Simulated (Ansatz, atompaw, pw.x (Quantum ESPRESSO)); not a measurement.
Equation-of-state test of one PAW (atompaw) potential (Mo)

```json
{
  "Element": "molybdenum (Mo)",
  "Generator": "atompaw 4.2.0.5",
  "Type": "PAW",
  "Functional": "LDA (PW92)",
  "Relativity": "scalar-relativistic",
  "Frozen core": "[Ar] 3d10 4s2",
  "Valence charge": "12",
  "Reference configuration": "4p6 4d5 5s1 5p0",
  "Partial waves": "5s (bound): rc 2.70 bohr; 5s channel at 2.85 Ry: rc 2.70 bohr; 4p (bound): rc 1.75 bohr; 5p (bound, empty): rc 2.70 bohr; 4d (bound): rc 2.15 bohr; 4d channel at 1.9 Ry: rc 2.15 bohr",
  "Local potential": "bessel scheme, radius 2.20 bohr",
  "Core correction": "smooth core density matched at 1.40 bohr",
  "Augmentation charge": "gaussian compensation charge, radius 2.25 bohr; PAW radius 2.70 bohr; waves and projectors: custom rrkj gramschmidtortho"
}
```

Atomic tests: cutoffs needed: 25 Ry and 45 Ry (the cutoffs (Ry, on a coarse ladder) from which the occupation-weighted sum of valence levels, in a spherical-Bessel basis at the reference potential, stays within 10 and 1 mRy of its value at 400 Ry); ghost test: no extra level below or beside the all-electron valence levels (s, p, d, f tested) (spherical-Bessel basis up to 400 Ry, 20 bohr box); lowest eigenvalue of the overlap operator: 0.30 (d channel).

Crystal test: bcc Mo in pw.x 7.5, no spin, 15³ k-points, Fermi–Dirac smearing 0.01 Ry, cutoffs 55/550 Ry. The reference is all-electron LAPW (Ansatz 0.2.0) with the same functional, mesh and smearing; V0 and B0 come from Birch–Murnaghan fits to the pressures at five volumes. Errors are pseudo minus all-electron; Δ is the rms difference of the E(V) curves that follow from these fits, minima aligned, over ±6 % about the mean V0. Mesh and smearing are coarse, so the numbers serve the comparison and aren't converged zero-temperature values; the lattice is a test structure that the element need not adopt.

All-electron: a0 = 3.113 Å (V0 = 15.08 Å³/atom), B0 = 291.6 GPa.

Q: How far does the potential miss the all-electron equation of state?

A: mean pressure error (GPa): +3.85; a0 (Å): 3.126; a0 error (%): +0.41; B0 error (%): +1.4; Δ (meV/atom): 12.2. The largest radius (2.70 bohr) exceeds half the bond length (2.55 bohr), so the spheres overlap, which is one possible source of error among others.

```tsv
V (Å³/atom)	P all-electron (GPa)	P pseudo (GPa)
14.314	16.92	21.88
14.690	8.05	12.35
15.067	0.24	4.00
15.444	-6.63	-3.32
15.820	-12.67	-9.76
```

Q: At the middle volume, how do free energy and pressure move when the wave cutoff is lowered (ecutrho held at 550 Ry)?

A:

```csv
cutoff (Ry),shift of F (meV/atom),shift of P (GPa)
25,+174.2,-6.58
33,+63.1,-1.34
44,+8.8,-0.52
```

The run at the middle volume (120 k-points, 8 iterations) took about 10 s on one core of a shared host (AMD EPYC 9R45 96-Core Processor, 96 threads, 376 GiB, load 64).
